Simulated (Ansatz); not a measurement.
Gas-phase electronic energies from Ansatz, PBE0-D4/def2-TZVP geometries. CCSD(T)/CBS is the MP2 limit (def2-TZVPP, def2-QZVPP) plus CCSD(T) − MP2 in def2-TZVPP, frozen cores. DFT in def2-TZVPP. B3LYP here is the variant with VWN-RPA as its local correlation; programs differ in this. Each species was taken in one conformer, which may not be the lowest.

`N=CN=CF` → `NC1(F)C=N1`  (isomerisation)

```csv
level,ΔE (eV)
revPBE-D4,1.06
r2SCANh-D4,1.01
r2SCAN,1.05
B3LYP,1.19
r2SCAN0,0.96
BHLYP,1.12
CAM-B3LYP,1.07
MP2/def2-QZVPP,0.89
```

(1) What does CCSD(T)/CBS give? (Estimate.)

Largest T1 diagnostic among the species: 0.014.

Answers

(1) Ansatz gave: +0.99 eV. The listed levels differ from it by 0.07, 0.02, 0.06, 0.20, -0.03, 0.13, 0.08, -0.10 eV.

Leaving LDA and LC-ωPBE aside and taking each functional with its dispersion term where it has one, the values, not all of them listed here, spread over 0.38 eV, from PBE-QIDH to BLYP-D4. LDA lies −0.15 eV from PBE without D4. In def2-TZVPP, CCSD(T) changes the Hartree–Fock value by −0.14 eV (the triples alone add +0.02 eV) and MP2 by −0.26 eV. From PBE to PBE0 (25 % exact exchange), in def2-TZVPP and without D4, ΔE moves by −0.10 eV.
